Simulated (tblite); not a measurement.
Question: Give a GFN2-xTB geometry of `O(C)CC#[O+]`. (Charge +1.)

Answer: 
```xyz
10
C3H5O2 angstrom
C     -1.3359   -0.3478    0.0389
O     -0.1788   -0.1160   -0.7529
C      0.8246    0.7015   -0.2043
C      1.6840   -0.3360    0.2368
O      2.1655   -1.3251    0.4354
H     -1.7637    0.5908    0.3984
H     -2.0375   -0.8355   -0.6382
H     -1.1381   -1.0163    0.8804
H      0.4891    1.3920    0.5874
H      1.2998    1.2970   -1.0046
```

Orientation and origin are arbitrary. Atoms count from 1 in this order. Of the pairs four or more bonds apart, H6···H9 is among the closest relative to their van der Waals radii: 2.40 Å, 100 % of the sum of Bondi's values. The 3 C–O bonds span 1.118 Å (C4≡O5, drawn triple) to 1.421 Å (C1–O2, drawn single), a spread of 0.303 Å.

Bonds between heavy atoms (Å): C1–O2 1.421, O2–C3 1.406, C3–C4 1.418, C4≡O5 1.118.

Structure optimised with GFN2-xTB, isolated species.

Point group: C1 (no symmetry element, even within 0.4 Å). Its GFN2-xTB frequencies are all real (lowest 99 cm⁻¹). Torsions: C1–O2–C3–C4 99°, O2–C3–C4–O5 7°.

Hardware: Arm Neoverse N1, one thread, shared host with 64 logical CPUs at a one-minute load of 59. Cost: 0.34 s wall. That covers the optimisation of the geometry.

One conformer stands for the species.

The numbers are calculated, not measured.
